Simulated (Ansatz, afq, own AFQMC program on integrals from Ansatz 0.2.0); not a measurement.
**Sb, quartet in def2-TZVP, levels against full CI**

A free Sb atom.

Basis def2-TZVP with its core potentials. Only valence electrons are correlated. Integrals, coupled cluster, full CI and functionals: Ansatz 0.2.0; the random walks run on the same integrals in our own AFQMC program. The CISD trial takes its coefficients from CCSD amplitudes. Released means that phaseless walkers are propagated on without the constraint, phases kept. Uncertainties: one standard error, sampling alone. No spin–orbit coupling.

Determinant: UHF, the one that the program's search chose, which needn't be the lowest solution.

Full CI on the same integrals is exact in this basis and with this determinant's frozen core.

Cautions: no spin-orbit coupling; inner d shell frozen.

The T1 diagnostic is 0.0034 and the weight of the determinant in the CISD state is 0.947. The ⟨S²⟩ of the determinant is 3.752. The size of the correlated space is 5 electrons in 41 orbitals.

Reference: full CI, correlation energy -2.069 eV. The released energy is read at 1.50 1/Eh (meV from the phaseless value at times in 1/Eh: -1.3 ± 0.9 at 0.24, -1.5 ± 0.7 at 0.50, -2.7 ± 0.6 at 1.00, -3.4 ± 0.5 at 1.50).

```
         level  E − E(reference) (kJ/mol)  share of correlation (%)
            HF                      199.6                      0.00
           MP2                       41.1                     79.39
          CCSD                        8.0                     95.99
       CCSD(T)                        1.6                     99.19
         CCSDT                        0.2                     99.91
      CCSDT(Q)                        0.0                     99.99
        CCSDTQ                        0.0                    100.00
   ph-AFQMC/HF                 -0.8 ± 1.0                    100.40
 ph-AFQMC/CISD                 0.3 ± 0.09                     99.86
released AFQMC                 0.0 ± 0.05                    100.02
```

CCSDT and higher add their correlation energy to the determinant of the CCSD(T) run, since their own runs factorise the integrals more tightly (a shift of under 2 meV). A walk keeps the symmetry of its determinant, which the program's search chose and which needn't be the lowest solution, so a lower state of the same spin and another symmetry isn't excluded. Released energies are given only where the last usable release times agree within the noise; a slower fall can still hide under it.
